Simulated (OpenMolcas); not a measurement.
# Worked example: vertical ionisation energy of Si2H6O (disilanol)

Si2H6O has 9 atoms, charge 0, and is taken as a singlet. As SMILES, `O[SiH2][SiH3]`. Geometry: relaxed at PBE0-D4/def2-TZVP. This is one conformer, not always the lowest.

Both states at this one shape; open shells run unrestricted unless said. 1 Eh = 27.2114 eV.

| level | program | singlet Si2H6O (Eh) | doublet Si2H6O+ (Eh) | HOMO of the first (eV) |
| --- | --- | --- | --- | --- |
| PBE/def2-SVPD | OpenMolcas | -657.212842 | -656.857100 | -6.68 |
| M06-L/def2-SVPD | OpenMolcas | -657.599429 | -657.239251 | -6.83 |

**Question.** Work out the vertical ionisation energy at each level.

**Answer.** 
1. PBE/def2-SVPD: -656.857100 − (-657.212842) = 0.355742 Eh = 9.68 eV; −ε(HOMO) = 6.68 eV.
2. M06-L/def2-SVPD: -657.239251 − (-657.599429) = 0.360178 Eh = 9.80 eV; −ε(HOMO) = 6.83 eV.

No measured value is set beside it here; the levels span 9.68 to 9.80 eV. In semi-local functionals −ε(HOMO) lies far under the ionisation energy, a result of self-interaction, while the difference of totals does much better.
